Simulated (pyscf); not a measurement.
`[NH2][Ga]` [singlet] + `[H][H]` → `[GaH]` [singlet] + `[NH3]`, a four-centre exchange (singlet surface; Ga–N, H–H broken, Ga–H, H–N formed). Single points on ωB97X-D3(BJ)/def2-SVP structures (PySCF, gas phase). Energies in kJ/mol from the separated reactants.

AM1 to PM7: differences of heats of formation from MOPAC, which are fitted to 298 K values and so differ in kind from electronic energies by zero-point and thermal terms. 

In single points PM7 puts the saddle at 292.7 kJ/mol and the reaction energy at +235.1 kJ/mol. Should these be trusted to within a few kcal/mol? Compare with ωB97M-D3(BJ)/def2-TZVP.

ωB97M-D3(BJ)/def2-TZVP gives ΔE‡ = 119.8 kJ/mol and ΔE = +58.5 kJ/mol. PM7 lies 173.0 kJ/mol over it in the barrier and 176.6 kJ/mol over it in the reaction energy, so on this step it does not hold to within 12.6 kJ/mol. ωB97M-D3(BJ)/def2-TZVP has limits of its own. On the product side the descent ends in a bound adduct, 57.4 kJ/mol under the separated species and 110.6 kJ/mol under the saddle at ωB97X-D3(BJ)/def2-TZVP. At the saddle there is also a short Ga–H contact that neither side keeps. This is the saddle that the search found; another between the same sides may lie lower. In the def2 sets elements up to Kr have no core potential.
